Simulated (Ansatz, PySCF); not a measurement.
This PySCF input computes a B3LYP/def2-TZVPD energy:

```python
from pyscf import gto, scf, dft

mol = gto.M(
    atom='''
    C     1.33588083    0.17663357    0.00811228
    C     0.05820264    0.43851080   -0.00811815
    H     2.26699010    0.71990471    0.00550453
    H    -0.25405481    1.48851309   -0.03147361
    C    -1.05503693   -0.57138509    0.00208581
    H    -0.66476666   -1.58771845    0.02545578
    H    -1.69884812   -0.42434069    0.87312388
    H    -1.68359975   -0.45891440   -0.88509024
    ''',
    basis='def2-tzvpd',
    charge=0,
    spin=1,
    verbose=4,
)

mf = dft.UKS(mol, xc='b3lyp').density_fit(auxbasis='def2-universal-jkfit')
mf.grids.level = 3
mf.conv_tol = 1e-9
mf.max_cycle = 100
mf.max_memory = 1500
mf.kernel()
if not mf.converged:
    mf = mf.newton()
    mf.kernel(mf.make_rdm1())
for _ in range(2):
    mo, _, stable, _ = mf.stability(return_status=True)
    if stable:
        break
    mf.kernel(mf.make_rdm1(mo, mf.mo_occ))
mf.analyze()
```

Problem. Write an input for the same energy in Ansatz (an electronic-structure program) and say what it gives.

Solution. 
Ansatz 0.2 input:
```yaml
crystal:
  periodic: [false, false, false]
  atoms:
    - {symbol: C, position_ang: [1.33588083, 0.17663357, 0.00811228]}
    - {symbol: C, position_ang: [0.05820264, 0.43851080, -0.00811815]}
    - {symbol: H, position_ang: [2.26699010, 0.71990471, 0.00550453]}
    - {symbol: H, position_ang: [-0.25405481, 1.48851309, -0.03147361]}
    - {symbol: C, position_ang: [-1.05503693, -0.57138509, 0.00208581]}
    - {symbol: H, position_ang: [-0.66476666, -1.58771845, 0.02545578]}
    - {symbol: H, position_ang: [-1.69884812, -0.42434069, 0.87312388]}
    - {symbol: H, position_ang: [-1.68359975, -0.45891440, -0.88509024]}
basis:
  gaussian:
    orbitals: def2-TZVPD
hamiltonian:
  xc: {name: B3LYP}
magnetization: {spin_polarized: true, initial_magnetization: 1}
output: {forces: true}
```
It gives -117.27097 Eh, and PySCF -117.27104 Eh, a difference of 0.07 mEh, from the treatment of integrals and grids.

It need not be the lowest isomer of its formula.
